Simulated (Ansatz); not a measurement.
Geometry optimisation, Ansatz 0.2.0, UHF/6-31G*.

Input:

```yaml
crystal:
  periodic: [false, false, false]
  atoms:
    - { symbol: "N", position_ang: [-1.77362, -0.7259, -1.34087] }
    - { symbol: Si, position_ang: [-0.66823, 0.1081, -0.4955] }
    - { symbol: Al, position_ang: [1.28407, 0.16796, 0.96058] }
    - { symbol: H, position_ang: [-1.83205, -1.72986, -1.4153] }
    - { symbol: H, position_ang: [-2.24133, 0.14625, -1.66058] }
    - { symbol: H, position_ang: [2.16147, -0.98423, 1.56658] }
    - { symbol: H, position_ang: [1.80089, 1.59516, 1.40023] }
magnetization:
  spin_polarized: true
basis:
  gaussian: { orbitals: "6-31G*" }
hamiltonian:
  xc: hf
relax:
  f_tol: 0.02
  max_steps: 50
```

Launched with:

```bash
$ ansatz run input.yaml --threads 1 --pin off --max-ram 2048MiB --backend cpu --events-out ev --progress --plain --runs-dir out
```

Question: Where does it end, and by what steps?

Answer: The run converged. After 14 steps the energy has fallen by 1.939 eV; H6 moved furthest, 1.04 Å.

```json
{"step": "0", "energy less start (eV)": "0.0000", "largest force component (eV/Å)": "3.117", "accepted": "yes"}
{"step": "1", "energy less start (eV)": "-0.9219", "largest force component (eV/Å)": "2.551", "accepted": "yes"}
{"step": "2", "energy less start (eV)": "-1.4741", "largest force component (eV/Å)": "0.962", "accepted": "yes"}
{"step": "3", "energy less start (eV)": "-1.6536", "largest force component (eV/Å)": "0.777", "accepted": "yes"}
{"step": "4", "energy less start (eV)": "-1.7724", "largest force component (eV/Å)": "0.472", "accepted": "yes"}
{"step": "5", "energy less start (eV)": "-1.8512", "largest force component (eV/Å)": "0.454", "accepted": "yes"}
{"step": "6", "energy less start (eV)": "-1.8444", "largest force component (eV/Å)": "1.284", "accepted": "no"}
{"step": "7", "energy less start (eV)": "-1.8831", "largest force component (eV/Å)": "0.356", "accepted": "yes"}
{"step": "8", "energy less start (eV)": "-1.9065", "largest force component (eV/Å)": "0.363", "accepted": "yes"}
{"step": "9", "energy less start (eV)": "-1.9284", "largest force component (eV/Å)": "0.196", "accepted": "yes"}
{"step": "10", "energy less start (eV)": "-1.9339", "largest force component (eV/Å)": "0.134", "accepted": "yes"}
{"step": "11", "energy less start (eV)": "-1.9291", "largest force component (eV/Å)": "0.420", "accepted": "no"}
{"step": "12", "energy less start (eV)": "-1.9380", "largest force component (eV/Å)": "0.074", "accepted": "yes"}
{"step": "13", "energy less start (eV)": "-1.9385", "largest force component (eV/Å)": "0.023", "accepted": "yes"}
{"step": "14", "energy less start (eV)": "-1.9385", "largest force component (eV/Å)": "0.010", "accepted": "yes"}
```

```xyz
7
Properties=species:S:1:pos:R:3
N -1.456 -0.570 -1.101
Si -0.915 0.999 -0.664
Al 1.046 0.274 0.786
H -1.063 -1.446 -0.827
H -2.250 -0.695 -1.695
H 1.368 -1.282 0.971
H 2.001 1.297 1.545
```

Whether the end is a true minimum wasn't checked by a vibrational analysis.

The run took 120 s on 1 thread of Intel(R) Xeon(R) Processor @ 2.50GHz (Skylake/Cascade Lake), on a shared host, peak memory 0.14 GiB.
